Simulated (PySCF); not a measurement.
PySCF job for methanol (CH4O), SMILES OC, HF/pcSseg-2. The structure is a stationary point at B3LYP-D3(BJ)/def2-TZVP.

```python
import numpy as np
from pyscf import gto, scf, dft
from pyscf.prop.nmr import rhf as nmr

mol = gto.M(
    atom='''
    C    -0.02018001    0.66538577   -0.00000000
    O     0.12219090   -0.74817394    0.00000000
    H    -0.54431661    1.02842057    0.89116193
    H     0.98567192    1.08296822    0.00000001
    H    -0.54431660    1.02842057   -0.89116194
    H    -0.75348591   -1.14673247   -0.00000001
    ''',
    basis='pcSseg-2',
    charge=0,
    spin=0,
    max_memory=1600,
    verbose=3,
)
mf = scf.RHF(mol)
mf.conv_tol = 1e-10
mf.max_cycle = 100
mf.kernel()
n = nmr.NMR(mf)
n.verbose = 2
n.max_cycle_cphf = 60
sigma = n.kernel()
print('atom   isotropic/ppm   span/ppm')
for i, s in enumerate(sigma):
    w = np.linalg.eigvalsh((s + s.T) / 2)
    print(f'{mol.atom_symbol(i):2s}{i + 1:3d} {w.mean():14.3f} {w[2] - w[0]:11.3f}')
```

Log of the run:

```
converged SCF energy = -115.090585817532
atom   isotropic/ppm   span/ppm
C   1        142.326      71.295
O   2        337.750     112.102
H   3         28.653       9.270
H   4         28.624       8.478
H   5         28.653       9.270
H   6         31.495      23.295
```

The run converged.
